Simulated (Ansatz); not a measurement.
# Worked example: correlation energy of SiH⁻, triplet

Geometry: a PBE0/def2-TZVPD stationary point for this spin.

```xyz
2

Si    0.0000    0.0000    0.0000
H     0.0000    0.0000    1.5594
```

Basis aug-cc-pVTZ; Ansatz 0.2.0. Only valence electrons are correlated (noble-gas cores frozen), which leaves 6 electrons in 68 orbitals. R marks a restricted (for open shells ROHF) determinant, U an unrestricted one.

Full CI isn't at hand for all of this; UCCSDT(Q) serves as the reference, and is uncertain by the last step of the cluster series or more.

UCCSD has a T1 diagnostic of 0.023 and a largest doubles amplitude of 0.03.

Runs differ by some tens of microhartree through their thresholds and, for an open shell, their frozen cores, so steps under 0.03 kcal/mol mean nothing.

```json
{"level": "UHF", "total energy (hartree)": "-289.467099"}
{"level": "UMP2", "total energy (hartree)": "-289.565896"}
{"level": "UCCSD", "total energy (hartree)": "-289.588201"}
{"level": "UCCSD(T)", "total energy (hartree)": "-289.593446"}
{"level": "UCCSDT", "total energy (hartree)": "-289.594555"}
{"level": "UCCSDT(Q)", "total energy (hartree)": "-289.594777"}
```

Q: What is the correlation energy at UCCSDT(Q), and what share of it do UMP2 and UCCSD(T) recover?

A: E(corr) = -289.594777 − (-289.467099) = -0.127678 hartree = -3.474 eV. UMP2: -0.098797 / -0.127678 = 77.38 %. UCCSD(T): -0.126347 / -0.127678 = 98.96 %.

Q: By how many kcal/mol does UCCSD(T) miss UCCSDT(Q) (1 hartree = 627.509 kcal/mol), and which steps make up the rest?

A: -289.593446 − (-289.594777) = 0.001331 hartree = 0.84 kcal/mol. Steps: UCCSDT − UCCSD(T) = -0.70, UCCSDT(Q) − UCCSDT = -0.14 kcal/mol. Differences between like states or geometries often cancel part of this.
